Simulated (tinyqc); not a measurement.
RKS/BLYP in the sto-3g basis, for HF, spin multiplicity 1, step by step. One step of it, computed by the program tinyqc.

Task: Iteration 2: building the Kohn-Sham matrix. J_ij = sum D_kl (ij|kl); F = H + J + V_xc; E = tr D H + tr D J / 2 + E_xc + E_nn.

D after iteration 1:
```
            1F 1s      1F 2s     1F 2px     1F 2py     1F 2pz      2H 1s
1F 1s    1.975393  -0.542064  -0.348204  -0.080977  -0.122833   0.352871
1F 2s   -0.542064   2.406289  -0.060781  -0.014145   0.186092  -0.746739
1F 2px  -0.348204  -0.060781   1.100207  -0.209262  -0.315177   0.771159
1F 2py  -0.080977  -0.014145  -0.209262   1.951332  -0.073310   0.179366
1F 2pz  -0.122833   0.186092  -0.315177  -0.073310   2.029893  -0.314241
2H 1s    0.352871  -0.746739   0.771159   0.179366  -0.314241   1.513134
```

core Hamiltonian H = T + V (hartree):
```
             1F 1s       1F 2s     1F 2px     1F 2py     1F 2pz      2H 1s
1F 1s   -40.533338   -9.510645   0.000000   0.000000  -0.011684  -1.481570
1F 2s    -9.510645  -11.010032   0.000000   0.000000  -0.143253  -3.266841
1F 2px    0.000000    0.000000  -8.678857   0.000000   0.000000   0.000000
1F 2py    0.000000    0.000000   0.000000  -8.678857   0.000000   0.000000
1F 2pz   -0.011684   -0.143253   0.000000   0.000000  -8.764076  -2.222510
2H 1s    -1.481570   -3.266841   0.000000   0.000000  -2.222510  -4.921934
```

Two-electron integrals (ij|kl) in chemists' order, unique and non-zero (hartree):
```
(11|11) 5.403501   (21|11) 0.841920   (21|21) 0.156299   (22|11) 1.268028
(22|21) 0.292344   (22|22) 0.926167   (31|31) 0.027998   (32|31) 0.043169
(32|32) 0.204588   (33|11) 1.264502   (33|21) 0.292403   (33|22) 0.925959
(33|33) 0.997514   (41|41) 0.027998   (42|41) 0.043169   (42|42) 0.204588
(43|43) 0.053770   (44|11) 1.264502   (44|21) 0.292403   (44|22) 0.925959
(44|33) 0.889973   (44|44) 0.997514   (51|51) 0.027998   (52|51) 0.043169
(52|52) 0.204588   (53|53) 0.053770   (54|54) 0.053770   (55|11) 1.264502
(55|21) 0.292403   (55|22) 0.925959   (55|33) 0.889973   (55|44) 0.889973
(55|55) 0.997514   (61|11) 0.131918   (61|21) 0.024286   (61|22) 0.045147
(61|33) 0.045077   (61|44) 0.045077   (61|51) 0.000998   (61|52) 0.001871
(61|55) 0.045293   (61|61) 0.003813   (62|11) 0.336691   (62|21) 0.078678
(62|22) 0.278393   (62|33) 0.274303   (62|44) 0.274303   (62|51) 0.005368
(62|52) 0.042013   (62|55) 0.286299   (62|61) 0.012407   (62|62) 0.103315
(63|31) 0.008205   (63|32) 0.048735   (63|53) 0.008829   (63|63) 0.015258
(64|41) 0.008205   (64|42) 0.048735   (64|54) 0.008829   (64|64) 0.015258
(65|11) 0.230240   (65|21) 0.054489   (65|22) 0.206377   (65|33) 0.197572
(65|44) 0.197572   (65|51) 0.011453   (65|52) 0.078239   (65|55) 0.223750
(65|61) 0.008951   (65|62) 0.093933   (65|65) 0.100015   (66|11) 0.494650
(66|21) 0.117485   (66|22) 0.479665   (66|33) 0.463363   (66|44) 0.463363
(66|51) 0.009984   (66|52) 0.110299   (66|55) 0.511728   (66|61) 0.018642
(66|62) 0.229104   (66|65) 0.242098   (66|66) 0.774606
```

nuclear repulsion = 4.57501911 hartree

V_xc (hartree):
```
            1F 1s      1F 2s     1F 2px     1F 2py     1F 2pz      2H 1s
1F 1s   -3.341024  -0.471198   0.009078   0.002115   0.001314  -0.074684
1F 2s   -0.471198  -0.904840  -0.003377  -0.000810  -0.004779  -0.258806
1F 2px   0.009078  -0.003377  -0.860300   0.012045   0.012010  -0.001830
1F 2py   0.002115  -0.000810   0.012045  -0.909531   0.002804  -0.000455
1F 2pz   0.001314  -0.004779   0.012010   0.002804  -0.913999  -0.194923
2H 1s   -0.074684  -0.258806  -0.001830  -0.000455  -0.194923  -0.505589
```

E_xc = sum of w rho eps_xc = -10.26319030 hartree

Give: Coulomb J; Kohn-Sham matrix F; total energy of this density.

Result:

Coulomb J (hartree):
```
          1F 1s   1F 2s   1F 2px   1F 2py   1F 2pz   2H 1s
1F 1s   19.4320  3.7261  -0.0121  -0.0028   0.0098  0.5796
1F 2s    3.7261  9.3339   0.0202   0.0047   0.1218  2.8243
1F 2px  -0.0121  0.0202   9.2488  -0.0225  -0.0203  0.0063
1F 2py  -0.0028  0.0047  -0.0225   9.3403  -0.0047  0.0015
1F 2pz   0.0098  0.1218  -0.0203  -0.0047   9.3877  2.1452
2H 1s    0.5796  2.8243   0.0063   0.0015   2.1452  5.1862
```

Kohn-Sham matrix F (hartree):
```
           1F 1s    1F 2s   1F 2px   1F 2py   1F 2pz    2H 1s
1F 1s   -24.4423  -6.2557  -0.0030  -0.0007  -0.0006  -0.9767
1F 2s    -6.2557  -2.5810   0.0169   0.0039  -0.0262  -0.7013
1F 2px   -0.0030   0.0169  -0.2904  -0.0105  -0.0083   0.0045
1F 2py   -0.0007   0.0039  -0.0105  -0.2481  -0.0019   0.0010
1F 2pz   -0.0006  -0.0262  -0.0083  -0.0019  -0.2904  -0.2722
2H 1s    -0.9767  -0.7013   0.0045   0.0010  -0.2722  -0.2413
```

total energy of this density = -94.963486 hartree

This density is a damped mixture and is not idempotent.
